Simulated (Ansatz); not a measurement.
## Telling isomers of C4H6S apart by their spectra

These gas-phase data were calculated for one isomer of C4H6S at PBE-D3(BJ)/def2-SVP (harmonic, unscaled wavenumbers; equilibrium rotational constants with average atomic masses):

```
rotational constants            : 5.592, 2.961, 2.065 GHz
all wavenumbers above 1500 cm⁻¹ : 3409, 3090, 3069, 2982, 2977, 2599, 2166
```

Candidates:

(1) `C#C[C@@H](C)S`, a singlet
(2) `CCC#CS`, a singlet
(3) `CC#CCS`, a singlet

Problem. Which structure fits?

Solution. Candidate (1). The band at 3409 cm⁻¹ lies where the ≡C–H stretch is expected; (2), (3) have no mode between 3300 and 3560 cm⁻¹.

The same quantities for all candidates:

```
     rotational constants (GHz)               wavenumbers above 1500 cm⁻¹  E above the lowest, PBE-D3(BJ)/def2-SVP (kcal/mol)
(1)         5.592, 2.961, 2.065  3409, 3090, 3069, 2982, 2977, 2599, 2166                                                 7.0
(2)          20.85, 1.34, 1.291  3078, 3073, 2992, 2980, 2954, 2551, 2227                                                 0.5
(3)          14.95, 1.457, 1.36  3041, 3040, 3030, 2980, 2959, 2614, 2295                                                 0.0
```

Each candidate is one conformer. Programs: Ansatz 0.2.0.
